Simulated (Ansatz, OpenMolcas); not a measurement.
## From OpenMolcas to Ansatz

This OpenMolcas 26.06 job computes SiF2 (SMILES F[Si]F):

job.input:
```
>>> EXPORT MOLCAS_PRINT=2
&GATEWAY
BasLib
$CurrDir
Coord
3
angstrom
F       -0.089577       1.535303       0.121699
Si      -0.850777       0.242103      -0.437801
F        0.428600      -1.200400       0.100700
Basis
STO-3G
Group
NoSym
&SEWARD
GridInput
Grid=UltraFine
End of Grid
&SCF
KSDFT
B2PLYP_SCF
Thresholds
1e-10 1e-07 1e-07 1e-05
PrOrbitals
1 1
&MBPT2
Frozen
7
```

```bash
$ export MOLCAS_MEM=1860
$ pymolcas job.input > job.log
```

(Basis files named in the input come from the Basis Set Exchange and aren't shown.)

One bond was lengthened or shortened from a relaxed shape.

It gives a total energy of -482.520207 Eh.

Question: Write the same calculation for Ansatz 0.2.0 as an input file of the program's own.

Answer: For example:

in.yaml:
```yaml
crystal:
  periodic: [false, false, false]
  atoms:
    - symbol: F
      position_ang: [-0.089577, 1.535303, 0.121699]
    - symbol: Si
      position_ang: [-0.850777, 0.242103, -0.437801]
    - symbol: F
      position_ang: [0.428600, -1.200400, 0.100700]
basis:
  gaussian:
    orbitals: STO-3G
hamiltonian:
  xc: {name: B2PLYP}
correlation:
  frozen_orbitals: {F: 1, Si: 5}
accuracy: high
```

```bash
$ ansatz run in.yaml --threads 1 --pin off --max-ram 2610MiB --events-out events.jsonl --progress --plain --runs-dir runs
```

Its energy is -482.520206 Eh, 0.001 mEh from the first.
